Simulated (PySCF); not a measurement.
Molecular orbitals of Al2

LC-ωPBE at R = 2.736 Å; Al def2-TZVPP; no relativity (PySCF 2.14). State: ³Πu (triplet), unpaired electrons σ ↑, π ↑. Only the outer orbitals are listed.

| spin | orbital | occ. | ε (eV) | main shells (%) |
| --- | --- | --- | --- | --- |
| α | σg | 1 | -13.94 | 89 s, 9 p |
| α | σu | 1 | -10.50 | 89 s, 11 p |
| α | σg | 1 | -6.92 | 88 p, 11 s |
| α | πu | 1 | -6.51 | 93 p |
| α | πu | 0 | -0.92 | 98 p |
| α | πg | 0 | 0.20 | 98 p |
| α | πg | 0 | 0.96 | 97 p |
| β | σg | 1 | -12.25 | 94 s |
| β | σu | 1 | -8.96 | 95 s |
| β | πu | 0 | -0.70 | 98 p |
| β | σg | 0 | -0.23 | 91 p, 8 s |
| β | πu | 0 | -0.17 | 98 p |

Problem. Which are the highest filled and the lowest empty level, where do they sit, and how wide is the gap?

Solution. Highest filled α πu at -6.51 eV (in %: 93 p); lowest empty α πu at -0.92 eV (in %: 98 p); the gap at LC-ωPBE is 5.59 eV. Both belong to one degenerate shell, split only by its one-sided filling, so this is no excitation gap.

```
bond order (Mayer) : 1.13
⟨S²⟩               : 2.026
```

The state is the lowest determinant that a PBE0 search found; another state may lie lower at other levels.
